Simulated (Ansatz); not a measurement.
```yaml
crystal:
  periodic: [false, false, false]
  atoms:
    - {symbol: C, position_ang: [-0.342349, 1.405457, -1.193901]}
    - {symbol: C, position_ang: [0.123579, 0.531980, -0.350076]}
    - {symbol: C, position_ang: [0.586188, -0.402055, 0.436020]}
    - {symbol: N, position_ang: [-0.053991, -1.541668, 0.888064]}
    - {symbol: F, position_ang: [1.857444, -0.361737, 0.868983]}
    - {symbol: H, position_ang: [-0.760054, 2.355034, -0.865465]}
    - {symbol: H, position_ang: [-0.328552, 1.229357, -2.268145]}
    - {symbol: H, position_ang: [0.017718, -1.664261, 1.890251]}
    - {symbol: H, position_ang: [-1.011585, -1.598307, 0.577169]}
basis:
  gaussian: {orbitals: STO-3G}
magnetization: {spin_polarized: true, initial_magnetization: 0}
hamiltonian: {xc: {name: PBE1PBE}}
```

```sh
$ ansatz run in.yaml --threads 2 --pin off --events-out ev --progress --plain --max-ram 4352MiB
```

Shortened log:

```
Error: YAML parse error: error: line 16 column 19: hamiltonian.xc: no functional is named "PBE1PBE"; the names, which are not case-sensitive, are SVWN5, SPW92, PBE, PBE0, PBEsol, revPBE, revPBE0, RPBE, rPW86-PBE, HSE06, wPBEh, LC-wPBE, HISS, HF, BLYP, B3LYP, B3LYP5, BHLYP, CAM-B3LYP, r2SCAN, r2SCANh, r2SCAN0, r2SCAN50, m-r2SCAN, B97, wB97, wB97X, wB97X-V, B97M-V, wB97M-V, B2PLYP, B2GP-PLYP, PBE0-DH, PBE-QIDH
14 |   gaussian: {orbitals: STO-3G}
15 | magnetization: {spin_polarized: true, initial_magnetization: 0}
16 | hamiltonian: {xc: {name: PBE1PBE}}
```

In this input the method's name isn't one that the program takes here. The program refused the input.
